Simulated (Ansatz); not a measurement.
The input, for Ansatz 0.2.0:

```yaml
crystal:
  periodic: [false, false, false]
  atoms:
    - {symbol: Cl, position_ang: [0.000000, -0.840515, 2.118041]}
    - {symbol: Ga, position_ang: [0.000000, 0.691492, 0.592878]}
    - {symbol: Ga, position_ang: [0.000000, -0.296113, -1.683627]}
    - {symbol: H, position_ang: [0.000000, 2.214155, 0.951803]}
basis:
  gaussian: {orbitals: cc-pVDZ}
magnetization: {spin_polarized: false, initial_magnetization: 4}
correlation: {method: fic_mrcisd_q, electrons: outside_noble_gas, active_space: {window: {electrons: 6, orbitals: 6}, states: [{multiplicity: 5, irrep: Sigma, weights: [1]}]}}
scf: {lower_state_search: off}
```

```sh
$ ansatz run in.yaml --threads 1 --pin off --events-out ev --progress --plain --max-ram 2393MiB
```

Problem. One thing in this input was set wrong on purpose, beside settings that are merely unusual. What is the gravest fault, and what does the program do?

Solution. Irrep not in the group. How the run ends: stopped by an error.
```
these checks for a lower state are left out or cut short: stability, starts, cluster_reference, orbital_swaps, neighbouring_geometries, increment
the irreps are read with x along [0.000, 1.000, 0.000], y along [0.000, 0.000, 1.000] and z along [1.000, 0.000, 0.000] of the geometry given
1551 factors; integrals over basis functions are off by at most 2.3e-7 eV
mean field evaluation 1: about -117180.5137 eV, gradient 1.0e1 eV
mean field evaluation 2: about -117180.5231 eV, gradient 1.0e1 eV
mean field evaluation 4: about -117182.2464 eV, gradient 3.8e0 eV
mean field evaluation 8: about -117183.4613 eV, gradient 5.7e-1 eV
mean field evaluation 16: about -117183.4668 eV, gradient 1.7e-6 eV
mean field -117183.46678170 eV, -4306.4129744210 hartree, gradient 1.7e-6 eV, S^2 6.000000; 0 other end points of the search recorded, 0 dependent functions left out
reference -117183.46678170 eV, -4306.4129744210 hartree; 42, 38 occupied and 35, 39 virtual orbitals, 1551 factors
Error: the irrep Sigma is not accepted for these orbitals, which take A', A'', or 1 to 2
```
